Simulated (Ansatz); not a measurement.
**C2H6S2 (dimethyl disulfide): from total energies to a heat of formation**

The species is C2H6S2 (10 atoms), meant as a singlet with charge 0. SMILES: `CSSC`. Geometry: relaxed at PBE0-D4/def2-TZVP. This is one conformer, not always the lowest.

Total energies at CAM-B3LYP/cc-pVDZ (Ansatz 0.2.0); the atoms run unrestricted:

```
species    state  energy (Eh)
 C2H6S2  singlet  -876.172250
      C  triplet   -37.829365
      S  triplet  -398.119204
      H  doublet    -0.497894
```

Harmonic wavenumbers at PBE0-D4/def2-TZVP, in cm⁻¹: 105, 147, 157, 237, 268, 531, 715, 718, 959, 964, 971, 971, 1332, 1339, 1447, 1453, 1466, 1470, 3054, 3056, 3145, 3145, 3161, 3161.

Measured heats of formation of the gaseous atoms at 298.15 K, in kJ/mol: C 716.9, S 277.0, H 218.0. Spin-orbit lowering of the atoms at 298 K (mean of the ground term's levels less their thermal mean, from spectra), in kJ/mol: C 0.02, S 1.88. Take 1 Eh = 2625.50 kJ/mol, 1 cm⁻¹ = 0.0119627 kJ/mol, RT = 2.479 kJ/mol.

Question: Work out the heat of formation of the gas at 298 K.

Answer: 
1. Electronic atomisation energy: 2 × (-37.829365) + 2 × (-398.119204) + 6 × (-0.497894) − (-876.172250) = 1.287748 Eh = 3381.0 kJ/mol.
2. Zero-point energy: half the sum of the wavenumbers, 16986 cm⁻¹ = 203.2 kJ/mol.
3. Thermal vibrational enthalpy, Σ hcν̃/(exp(hcν̃/kT) − 1): 9.4 kJ/mol. Translation, rotation and pV of a non-linear molecule: 4 RT = 9.9 kJ/mol.
4. The 10 free atoms carry 5/2 RT each: 62.0 kJ/mol.
5. Spin-orbit coupling lowers the free atoms by 2 × 0.02 + 2 × 1.88 = 3.8 kJ/mol.
6. Atomisation enthalpy at 298 K: 3381.0 − 3.8 − 203.2 − 9.4 − 9.9 + 62.0 = 3216.7 kJ/mol.
7. Sum of the atoms' heats of formation: 3295.8 kJ/mol. Heat of formation: 3295.8 − 3216.7 = +79.1 kJ/mol.

The tabulated value is -24.7 kJ/mol (CRC Handbook of Chemistry and Physics), so this level is off by +103.8 kJ/mol, or 3.1 % of the atomisation enthalpy that the table implies (3320.4 kJ/mol). Anharmonicity and any spin-orbit splitting of the molecule are left out.
